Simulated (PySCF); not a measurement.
## Static response to an electric field

C4H11P.
Geometry (PBE0-D3(BJ)/def2-SVP, Å), atoms numbered from 1 in this order:
```
atom  x, y, z in Å
C1     0.2967    1.4800    1.2248
P2     0.0483    0.2078    0.1669
C3     1.3614   -0.4207   -0.9836
C4    -1.3028    0.5832   -0.9937
C5    -0.4032   -1.3091    1.0656
H6     0.8986    1.2859    2.1171
H7     0.3465    2.4871    0.8022
H8     1.0244   -1.2633   -1.6096
H9     2.2288   -0.7364   -0.3847
H10    1.6824    0.4079   -1.6329
H11   -1.0379    1.4938   -1.5520
H12   -2.2187    0.7809   -0.4211
H13   -1.4647   -0.2372   -1.7073
H14   -0.6016   -2.1419    0.3754
H15    0.4306   -1.5863    1.7276
H16   -1.2874   -1.1048    1.6839
```

Level: CAM-B3LYP/def2-SVPD (PySCF), static field, nuclei fixed, core orbitals frozen in the response. The polarisability tensor in these axes (au):

```
x   76.67 -2.13 -2.42
y   -2.13 80.25  5.35
z   -2.42  5.35 81.39
```

**Question.** What are the eigenvalues, a third of the trace, and Δα (Δα² = ½Σ(αi − αj)² over the three pairs)?

**Answer.** Principal values 75.43, 75.69 and 87.19 au; mean 79.44 au = 11.77 Å³ = 13.10 × 10⁻⁴⁰ C²·m²/J; Δα = 11.63 au (15 % of the mean).

**Question.** What is the dipole moment, and where does it point?

**Answer.** (-0.30, -2.53, -2.18) D, 3.35 D in size, pointing from the negative to the positive side. Measured along this direction, the outermost atoms are H7 and H6 at the negative end and H8 at the positive end.

**Question.** What depolarisation ratio follows for Rayleigh scattering of linearly polarised light, taking the static tensor?

**Answer.** ρ = 3Δα²/(45ᾱ² + 4Δα²) = 405.8/(283949 + 541.1) = 0.00143.

**Question.** In a dilute gas of rigid molecules at 350 K, how does the orientational term μ²/3kT compare with the electronic polarisability?

**Answer.** In Gaussian units μ²/3kT = 77.58 Å³ against 11.77 Å³, a ratio of 6.59; the Debye molar polarisation (4π/3)N_A(α + μ²/3kT) is 225.4 cm³/mol, leaving out the vibrational part.

**Question.** In TDDFT the mean static polarisability is Σ f/ω² over all singlet excitations (ω in hartree). How much of it do the 6 lowest give? Their energies (eV) and oscillator strengths: 4.51, 0.0502; 5.26, 0.0034; 5.69, 0.0209; 5.81, 0.0003; 5.90, 0.0456; 6.08, 0.0086.

**Answer.** They add up to 3.55 au, 4.5 % of the 79.44 au; the largest single term is 1.83 au, from the state at 4.51 eV. Terms in order: 1.83, 0.09, 0.48, 0.01, 0.97, 0.17 au. Higher excitations give the rest. The strengths listed sum to 0.129.

**Question.** Give the eigenvalues of the traceless quadrupole moment Θ = ½Σq(3rr − r²1), origin at the centre of nuclear charge.

**Answer.** -7.47, 1.31, 6.16 D·Å. The values depend on the origin, since the dipole doesn't vanish. The electronic extent ⟨r²⟩ about the same centre is 599 bohr², a root-mean-square distance of 1.83 Å for the 50 electrons.

**Question.** Molar refractivity from α?

**Answer.** Lorentz–Lorenz: R = (4π/3)N_A α = 2.5225 cm³/(mol·Å³) × 11.77 Å³ = 29.7 cm³/mol, in the limit of long wavelengths.

Geometry: PBE0-D3(BJ)/def2-SVP; no solvent, vibrations or thermal averaging.

The run behind these numbers computed excited states as well. Hardware: one thread of an Arm Neoverse V1 (shared host). Cost: 26 s wall, 0.95 GiB resident at most.
